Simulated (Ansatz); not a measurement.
```yaml
crystal:
  periodic: [false, false, false]
  atoms:
    - {symbol: V, position_ang: [0.000000, 0.000000, 0.000000]}
    - {symbol: N, position_ang: [0.000000, 0.000000, 2.160000]}
basis:
  gaussian: {orbitals: def2-TZVP}
total_charge: 1
magnetization: {spin_polarized: true, initial_magnetization: 1}
hamiltonian: {xc: pbe0}
relax: {f_tol: 0.004, max_steps: 80}
```

```sh
$ ansatz run in.yaml --threads 1 --pin off --events-out ev --progress --plain --max-ram 2176MiB
```

Steps of the relaxation (energy above the last step; positions in Å, forces in eV/Å):

```
2
step 1, 2233.5 meV
V     0.000    0.000    0.000    0.000    0.000    2.719
N     0.000    0.000    2.160    0.000    0.000   -2.719
```

```
2
step 2, 1443.2 meV
V     0.000    0.000    0.129    0.000    0.000    3.394
N     0.000    0.000    2.031    0.000    0.000   -3.394
```

```
2
step 3, 19.9 meV
V     0.000    0.000    0.324    0.000    0.000    1.433
N     0.000    0.000    1.836    0.000    0.000   -1.433
```

```
2
step 4, 409.2 meV
V     0.000    0.000    0.391    0.000    0.000   -8.485
N     0.000    0.000    1.769    0.000    0.000    8.485
```

```
2
step 6, 0.0 meV
V     0.000    0.000    0.338    0.000    0.000    0.000
N     0.000    0.000    1.822    0.000    0.000    0.000
```

Close pairs at the end: V1–N2 1.485 Å.

A stationary point of unrestricted PBE0 after 6 steps, with ⟨S²⟩ = 0.807 against 0.75 for a pure state. 35 s on 1 thread of AMD EPYC 9R45, shared host.
